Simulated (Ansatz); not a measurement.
**Structure relaxation of Na3Nb**

All numbers below come from DFT PBE, scalar-relativistic, plane waves, PAW (Ansatz). Cutoff 420 eV, Γ-centred k mesh, Gaussian smearing, no spin polarisation in the final step.

The start puts Na3Nb on the Cu3Au (L1_2) structure type (Pm-3m, No. 221), with Nb in place of Au, Na in place of Cu, at a guessed volume.

```
CELL_PARAMETERS angstrom
4.24024 0.00000 0.00000
0.00000 4.24024 0.00000
0.00000 0.00000 4.24024
ATOMIC_POSITIONS crystal
Na 0.00000 0.50000 0.50000
Na 0.50000 0.00000 0.50000
Na 0.50000 0.50000 0.00000
Nb 0.00000 0.00000 0.00000
```

Cell and atoms relax at zero pressure; the relaxation can't lower the symmetry of the start. After a coarse first stage the cell is made exact in the group found at 0.06 Å.

The zero of energy is the elements' standard structures at the same level; no fitted shifts are applied.

Problem. Which crystal results?

Solution. It keeps Pm-3m (No. 221). The result has the Cu3Au (L1_2) structure. Conventional cell: a = 4.737 Å. Na is coordinated by 4 Nb at 3.35 Å and 8 Na at 3.35 Å; Nb has 12 Na at 3.35 Å.

```xyz
4
Lattice="4.7373 0.0000 0.0000 0.0000 4.7373 0.0000 0.0000 0.0000 4.7373" Properties=species:S:1:pos:R:3 pbc="T T T"
Na    0.0000    2.3686    2.3686
Na    2.3686    0.0000    2.3686
Na    2.3686    2.3686    0.0000
Nb    0.0000    0.0000    0.0000
```

Problem. What are its volume, energy, density and gap?

Solution. The volume per atom is 26.58 Å³, the density is 2.53 g/cm³ and the energy over the elements is 1.18 eV/atom. The gap on the 10×10×10 mesh is 0 eV (a metal).

The final run used a 10×10×10 mesh on its 4-atom cell and 0.10 eV smearing. For metals, differences of a few meV/atom aren't resolved. A structure relaxed within its symmetry needn't be a true minimum. The steps took of the order of 21 core-seconds in all.

Cost: 3 runs of about 0.35 core-minutes in all, on Intel Xeon 6975P-C (Granite Rapids) (shared hosts).